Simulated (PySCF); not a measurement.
Homolysis of single bonds, series B SiH3-H. Gas-phase values, no solvent. Strings in code marks are SMILES.

Level of theory: PBE-D3(BJ)/def2-TZVP // M06-2X/def2-TZVP run with PySCF. 

```json
[
 {"species": "radical fragment (`[SiH3]`)", "dipole moment (D)": "0.04", "highest occupied spin orbital (eV)": "…"},
 {"species": "radical fragment (`[SiH3][B][SiH3]`)", "dipole moment (D)": "0.11", "highest occupied spin orbital (eV)": "-4.53"},
 {"species": "radical fragment (`[BH][SiH3]`)", "dipole moment (D)": "…", "highest occupied spin orbital (eV)": "-4.76"},
 {"species": "radical fragment (`[BH2]`)", "dipole moment (D)": "0.50", "highest occupied spin orbital (eV)": "-4.96"}
]
```

Task: Fill in the missing entries.

Result: 
- radical fragment (`[SiH3]`), highest occupied spin orbital (eV): -5.33
- radical fragment (`[BH][SiH3]`), dipole moment (D): 0.42
